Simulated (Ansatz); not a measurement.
A calculation on hcp Lu returned lattice constant a 3.455 Å, lattice parameter c 5.399 Å, equilibrium volume per atom 27.91 Å³/atom.

For reference: lattice constant a 3.505 Å (measured, 293 K, not corrected to a static lattice; as tabulated in Wikipedia's data pages); lattice parameter c 5.549 Å (measured, 293 K, no zero-point or thermal correction, sources range from 5.549 to 5.563; as tabulated in Wikipedia's data pages); equilibrium volume per atom 29.52 Å³/atom (measured, room temperature, no zero-point or thermal correction; as tabulated in Söderlind et al. (2014), doi:10.1088/0953-8984/26/41/416001).

### Question
Which level of theory produced these numbers?
A) PBE+SOC (Ansatz (a program for electronic structure))
B) PBE-D4 (Ansatz)
C) PBE-D3(BJ) (Ansatz)
D) r²SCAN+rVV10 (Ansatz)

### Answer
C, PBE-D3(BJ) (Ansatz)

The others give: r²SCAN+rVV10 3.483 Å, 5.436 Å, 28.56 Å³/atom; PBE+SOC 3.498 Å, 5.455 Å, 28.90 Å³/atom; PBE-D4 3.482 Å, 5.439 Å, 28.55 Å³/atom.

Unless a cell is named, each level is at its own relaxed cell (PBE+SOC 28.90, PBE-D3(BJ) 27.91, PBE-D4 28.55, r²SCAN+rVV10 28.56 Å³/atom).

Ansatz's density-functional and Hartree–Fock values are scalar-relativistic unless marked +SOC, with PAW data made under PBE.
